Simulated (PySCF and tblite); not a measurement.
The numbers below are computed, except where a source is named.
2,2,2-trifluoroethanol, C₂H₃F₃O, numbered as in [OH:1][CH2:2][C:3]([F:4])([F:5])[F:6].

Free energies: PBE0-D3(BJ)/pcSseg-1 on GFN2-xTB structures plus GFN2-xTB thermal terms, symmetry and mirror images included. Conformers within 3 kcal/mol (GFN2-xTB free energy) were kept, 10 at most. Programs: PySCF with density fitting and tblite.

Rotational constants are equilibrium values for the commonest isotopes; dipoles come from the energy level named.

Torsions listed: H1–O1–C2–C3. Of a mirror pair one member is shown.

```tsv
conformer	shape	symmetry
1	-59°	C1 (pair)
2	180°	Cs
```

Problem. Give the rotational constants and dipole components, as needed to look for these species in a jet-cooled rotational spectrum.

Solution. 
```
conformer  A (MHz)  B (MHz)  C (MHz)  abs μa (D)  abs μb (D)  abs μc (D)      κ  Ic−Ia−Ib (u Å²)
        1     5362     2813     2779        0.80        0.81        1.19  -0.97            -92.1
        2     5388     2829     2787        2.35        2.58        0.00  -0.97            -91.1
```

Problem. Which type of transition is strongest for conformer 1?

Solution. c-type, since that component is clearly the largest; the top is near-prolate.


Conformer gaps in pcSseg-1 on xTB geometries can be 2 kcal/mol off for S=O, P=O and other polar bonds.